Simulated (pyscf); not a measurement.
H₃C–SnH₃ + H₂O → CH₄ + HO–SnH₃ (four-centre exchange; singlet surface; C–Sn, H–O broken, C–H, O–Sn formed). Optimised with ωB97X-D3(BJ)/def2-SVP in PySCF. Rate constants from transition-state theory, ωB97M-D3(BJ)/def2-TZVP energies (ideal gas, 1 atm, RRHO with modes under 100 cm⁻¹ raised to 100, one conformer, R ln 2 for chiral ones without a mode under 150 cm⁻¹; no tunnelling), k in cm³ molecule⁻¹ s⁻¹.

```tsv
T (K)	1000/T	log10 k
298	3.354	-40.85
600	1.667	?
900	1.111	-21.75
1200	0.833	-19.18
```

**Question.** Fit an Arrhenius line to the three values, give the activation energy, and predict k at 600 K.

**Answer.** Least squares gives log10 k = -12.13 − 8.57 × 1000/T, so Ea = 8.57 × ln 10 × 1.987 = 39.2 kcal/mol, against an electronic barrier of 39.0. At 600 K the line gives -26.41; the computed value is -26.65 (ΔG‡ = 56.7 kcal/mol), a factor 1.7 under the line, since the plot is curved. One saddle was located; it need not be the lowest between these sides. Elements past Kr carry the def2 core potentials, without spin-orbit coupling.
